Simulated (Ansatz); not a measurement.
Two isomers of C3H5NS: A = `CC1=NCS1`, B = `C=NC(C)=S`.

Isolated molecules relaxed with PBE0-D4/def2-TZVP in Ansatz; ΔE leaves out vibrations. CCSD(T)/CBS is the MP2 limit (def2-TZVPP, def2-QZVPP) plus CCSD(T) − MP2 in def2-TZVPP, frozen cores. DFT in def2-TZVPP.

Task: Which is lower in electronic energy at CCSD(T)/CBS, and by how much? (Estimate.)

Result: The calculation gave: A, by 2.6 kcal/mol.

Task: Give E(B) − E(A) in kcal/mol with MP2/def2-TZVPP, r2SCAN-D4, CCSD/def2-TZVPP, ωB97M-V, CCSD(T)/def2-SVP, PBE-D4, CCSD(T)/def2-TZVPP. (Estimate.)

Result: The calculation gave: MP2/def2-TZVPP 4.1, r2SCAN-D4 1.8, CCSD/def2-TZVPP 2.3, ωB97M-V 2.9, CCSD(T)/def2-SVP -2.1, PBE-D4 2.8, CCSD(T)/def2-TZVPP 2.2. The order is the other way round with CCSD(T)/def2-SVP.

Task: Does the order hold for the free energy at 298.15 K (harmonic terms from PBE0-D4)? (Estimate.)

Result: Computed: Yes: G(B) − G(A) = +1.1 kcal/mol.

Largest T1 diagnostic: 0.017.

From BLYP to BHLYP (50 % exact exchange), in def2-TZVPP and without D4, E(B) − E(A) moves by +3.6 kcal/mol. In def2-TZVPP, CCSD(T) changes the Hartree–Fock value by +3.8 kcal/mol (the triples alone add −0.1 kcal/mol) and MP2 by +5.7 kcal/mol.
